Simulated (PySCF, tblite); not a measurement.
Potential energy curve for OH, doublet.

- GFN2-xTB, 300 K electronic temperature (tblite)
- UCCSD(T) = CCSD(T) on UHF/6-31G, 1 core orbital frozen (PySCF 2.14.0)

Energies relative to the lowest point of each curve near equilibrium, in kcal/mol; the last columns give the difference from UCCSD(T):

```json
[
 {"R / Å": "0.73", "GFN2-xTB": "56.4", "UCCSD(T)": "69.7", "GFN2-xTB − UCCSD(T)": "-13.3"},
 {"R / Å": "0.77", "GFN2-xTB": "33.9", "UCCSD(T)": "44.8", "GFN2-xTB − UCCSD(T)": "-10.9"},
 {"R / Å": "0.82", "GFN2-xTB": "15.9", "UCCSD(T)": "23.6", "GFN2-xTB − UCCSD(T)": "-7.7"},
 {"R / Å": "0.88", "GFN2-xTB": "4.5", "UCCSD(T)": "8.8", "GFN2-xTB − UCCSD(T)": "-4.3"},
 {"R / Å": "0.92", "GFN2-xTB": "1.1", "UCCSD(T)": "3.4", "GFN2-xTB − UCCSD(T)": "-2.4"},
 {"R / Å": "0.95", "GFN2-xTB": "0.1", "UCCSD(T)": "1.2", "GFN2-xTB − UCCSD(T)": "-1.1"},
 {"R / Å": "0.97", "GFN2-xTB": "0.0", "UCCSD(T)": "0.4", "GFN2-xTB − UCCSD(T)": "-0.4"},
 {"R / Å": "1.00", "GFN2-xTB": "0.6", "UCCSD(T)": "0.0", "GFN2-xTB − UCCSD(T)": "0.6"},
 {"R / Å": "1.03", "GFN2-xTB": "1.9", "UCCSD(T)": "0.5", "GFN2-xTB − UCCSD(T)": "1.5"},
 {"R / Å": "1.06", "GFN2-xTB": "3.8", "UCCSD(T)": "1.6", "GFN2-xTB − UCCSD(T)": "2.2"},
 {"R / Å": "1.12", "GFN2-xTB": "8.7", "UCCSD(T)": "5.3", "GFN2-xTB − UCCSD(T)": "3.4"},
 {"R / Å": "1.21", "GFN2-xTB": "18.0", "UCCSD(T)": "13.0", "GFN2-xTB − UCCSD(T)": "4.9"},
 {"R / Å": "1.31", "GFN2-xTB": "29.6", "UCCSD(T)": "22.9", "GFN2-xTB − UCCSD(T)": "6.7"},
 {"R / Å": "1.45", "GFN2-xTB": "46.7", "UCCSD(T)": "36.7", "GFN2-xTB − UCCSD(T)": "10.0"},
 {"R / Å": "1.62", "GFN2-xTB": "66.8", "UCCSD(T)": "51.0", "GFN2-xTB − UCCSD(T)": "15.8"},
 {"R / Å": "1.74", "GFN2-xTB": "79.7", "UCCSD(T)": "59.0", "GFN2-xTB − UCCSD(T)": "20.7"},
 {"R / Å": "1.96", "GFN2-xTB": "100.1", "UCCSD(T)": "69.3", "GFN2-xTB − UCCSD(T)": "30.8"},
 {"R / Å": "2.16", "GFN2-xTB": "114.7", "UCCSD(T)": "74.5", "GFN2-xTB − UCCSD(T)": "40.2"},
 {"R / Å": "2.37", "GFN2-xTB": "126.5", "UCCSD(T)": "77.1", "GFN2-xTB − UCCSD(T)": "49.3"},
 {"R / Å": "2.64", "GFN2-xTB": "137.1", "UCCSD(T)": "78.3", "GFN2-xTB − UCCSD(T)": "58.9"},
 {"R / Å": "2.92", "GFN2-xTB": "144.2", "UCCSD(T)": "78.6", "GFN2-xTB − UCCSD(T)": "65.6"},
 {"R / Å": "3.42", "GFN2-xTB": "—", "UCCSD(T)": "78.7", "GFN2-xTB − UCCSD(T)": "—"},
 {"R / Å": "3.87", "GFN2-xTB": "—", "UCCSD(T)": "78.8", "GFN2-xTB − UCCSD(T)": "—"}
]
```

GFN2-xTB is furthest from UCCSD(T) at 2.92 (65.6 kcal/mol, above); its mean absolute difference over the points is 16.7 kcal/mol.

A dash means that the run gave no value there, or that the column was ended at a point which the program doubted or which failed a test of continuity chosen for this set; such a test can also cut sound points.

The unrestricted determinant behind UCCSD(T) is spin-contaminated at 1.31 to 3.87 Å (<S²> up to 1.8, against 0.75 for a pure doublet).
